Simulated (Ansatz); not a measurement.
## Sr₃Ca (I4/mmm)

Computed with DFT r2SCAN, scalar-relativistic, plane waves, PAW in Ansatz 0.2.0.

Plane waves to 500 eV, a k mesh through Γ of 10×10×10 on the computed 4-atom cell and Gaussian smearing (0.10 eV); no spin polarisation.

The structure is relaxed at this level of theory with its symmetry kept. Whether it is the stable form of this composition wasn't checked.

```xyz
4
Lattice="-2.9909 2.9909 5.9531 2.9909 -2.9909 5.9531 2.9909 2.9909 -5.9531" Properties=species:S:1:pos:R:3 pbc="T T T"
Sr    0.0000    2.9909    2.9765
Sr    2.9909    0.0000    2.9765
Sr    0.0000    0.0000    5.9531
Ca    0.0000    0.0000    0.0000
```

```json
{"Space group": "I4/mmm (No. 139)", "Volume per atom": "53.25 Å³", "Formation energy from the elements' standard states (uncorrected)": "+0.014 eV/atom", "Generalised Kohn–Sham band gap": "none (metal)", "Density of states at the Fermi level": "6.81 states/eV per cell", "Bulk modulus": "12.9 GPa", "Its pressure derivative": "2.7", "Bader charges (e)": "Sr (2 in the cell) 0.55, Sr (1 in the cell) 0.30, Ca (1 in the cell) -1.39"}
```

Cost: 6 runs of about 6.9 core-minutes in all, on AMD EPYC 9R45 (Zen 5) (shared hosts).